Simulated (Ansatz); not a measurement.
```yaml
crystal:
  periodic: [true, true, true]
  atoms:
    - {symbol: N, position_ang: [-0.357009, 1.360833, -0.861690]}
    - {symbol: C, position_ang: [0.115826, 0.196801, -0.203056]}
    - {symbol: C, position_ang: [1.061181, -0.745813, 0.055732]}
    - {symbol: C, position_ang: [-0.369595, -0.974881, 0.694785]}
    - {symbol: H, position_ang: [0.367013, 2.024742, -1.252054]}
    - {symbol: H, position_ang: [-1.205937, 1.828440, -0.443286]}
    - {symbol: H, position_ang: [2.093846, -1.177179, -0.081514]}
    - {symbol: H, position_ang: [-0.534914, -0.795229, 1.817345]}
    - {symbol: H, position_ang: [-1.077592, -1.766329, 0.255887]}
basis:
  gaussian: {orbitals: def2-TZVPP}
total_charge: -1
magnetization: {spin_polarized: true, initial_magnetization: 1}
hamiltonian: {xc: {name: B3LYP5}}
output: {forces: true}
```

```sh
$ ansatz run in.yaml --threads 2 --pin off --events-out ev --progress --plain --max-ram 4352MiB
```

Problem. How does Ansatz answer? (Best estimate.)

Solution. Ansatz gave: The program refused the input.
```
Error: YAML parse error: error: line 2 column 3: crystal: missing field `lattice` (a structure is typed as `lattice` and `atoms`, a molecule's as `atoms` in Å alone, or read from a run's directory, `checkpoint`)
 --> <input>:2:3
1 | crystal:
2 |   periodic: [true, true, true]
3 |   atoms:
4 |     - {symbol: N, position_ang: [-0.357009, 1.360833, -0.861690]}
```

B3LYP here is the variant with VWN-RPA as its local correlation; programs differ in this.
